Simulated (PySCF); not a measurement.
Molecule: N-methylmethanimine, SMILES C=NC. Atoms near the plane z = 1.0 Å, at the CAM-B3LYP/def2-SVP optimised geometry (x, y, z in Å): C1 (-1.4, 0.8, 0.0), N2 (0.1, 0.8, 0.0), C3 (0.7, -0.3, 0.0), H4 (-1.7, 1.3, 0.9), H6 (-1.8, -0.3, 0.0), H7 (0.2, -1.3, 0.0), H8 (1.8, -0.3, 0.0).

Level of theory: CAM-B3LYP/def2-TZVP in PySCF. The values are rescaled to run from 0 to 1.

```
|+++++++++++++++++++++++++++++++|
|+++++++++++++++++++++++++++++++|
|+++++++++++++++++++++++++++++++|
|+++++++++++++++++++++++++++++++|
|+++++++++++++++++++++++++++++++|
|+++++++++++++++++++++++++++++++|
|+++++++++++++++++++++++++++++++|
|++++++=====++++*****+++++++++++|
|+++++===--==++*******++++++++++|
|+++++==-..-=++********+++++++++|
|+++++=-:  :-+*#####****++++++++|
|+++++=-:  :-+*#%%%##****+++++++|
|+++++=--:.:=+#%@@@%##***+++++++|
|+++++==----=+#%@@@%%#****++++++|
|++++++=====+*#%@@@@%##***++++++|
|+++++++====+*#%%@@@%##***++++++|
|++++++++++++**#%@@@%%#***++++++|
|++++++++++++**#%%@@%##***++++++|
|++++++++++++***#%%%##****++++++|
|++++++++++++****####****+++++++|
|+++++++++++++***********+++++++|
|+++++++++++++**********++++++++|
|+++++++++++++++******++++++++++|
|+++++++++++++++++++++++++++++++|
|+++++++++++++++++++++++++++++++|
|+++++++++++++++++++++++++++++++|
|+++++++++++++++++++++++++++++++|
|+++++++++++++++++++++++++++++++|
|+++++++++++++++++++++++++++++++|
|+++++++++++++++++++++++++++++++|
|+++++++++++++++++++++++++++++++|
```
Scale: ten equal steps from 0.000 (start of ' ') to 1.00 (end of '@'), in the order ' .:-=+*#%@'; x runs from -4.00 to 4.00, y from -4.00 (bottom) to 4.00 (top).

Q: Which quantity is mapped?
A. an orbital amplitude
B. electrostatic potential
C. Laplacian of the electron density
D. log10 of the electron density

A: A, an orbital amplitude. In full: HOMO−1 amplitude (bohr^(-3/2)).
